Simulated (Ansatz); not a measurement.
## How far each method lies from RCCSDT(Q) for CH3⁺, singlet

Geometry: displaced at random from a stationary point.

```xyz
4

C     0.0173    0.0064   -0.0025
H     0.9456    0.0286    0.0089
H    -0.6296    0.9221   -0.0018
H    -0.5224   -1.0266    0.0222
```

Basis cc-pVTZ; Ansatz 0.2.0. Correlated methods freeze the noble-gas cores, which leaves 6 electrons in 71 orbitals. R marks a restricted (for open shells ROHF) determinant. Active spaces: valence = (6e, 7o) chosen from the atoms' valence shells.

Full CI isn't at hand for all of this; RCCSDT(Q) serves as the reference, and is uncertain by about the last step of the cluster series.

* UHF ⟨S²⟩: 0.000
* T1 diagnostic (RCCSD): 0.0052
* largest doubles amplitude (RCCSD): 0.054

| level | E − E(RCCSDT(Q)) (kJ/mol) | share of correlation (%) | wall time |
| --- | --- | --- | --- |
| RHF | 412.5 | 0.00 | – |
| RMP2 | 66.4 | 83.91 | – |
| RCCSD | 9.0 | 97.82 | – |
| RCCSD(T) | 1.2 | 99.72 | 2.5 s |
| BCCD(T) | 1.2 | 99.72 | 1.2 s |
| RCCSDT | 0.1 | 99.96 | – |
| CASSCF (valence space) | 237.0 | 42.55 | – |
| NEVPT2 (valence space) | 63.2 | 84.67 | 2.5 s |
| MRCISD (valence space) | 8.9 | 97.85 | – |
| MRCISD+Q (valence space) | 2.4 | 99.41 | 5 s |

The correlation energy at RCCSDT(Q), counted from RHF, is -4.275 eV. That run took 26 s on 1 thread of Intel Xeon Platinum 8375C, shared host.

Times hold each run's SCF and search for its determinant on a shared host, so for small cases they say little of a method's own cost; they ran on 1 thread of Intel Xeon Platinum 8375C.

Natural occupations of CASSCF (valence space) about the gap: 1.982 1.978 1.976 0.022 0.019 0.011 0.011; effectively unpaired electrons, Σ n²(2−n)², 0.01.
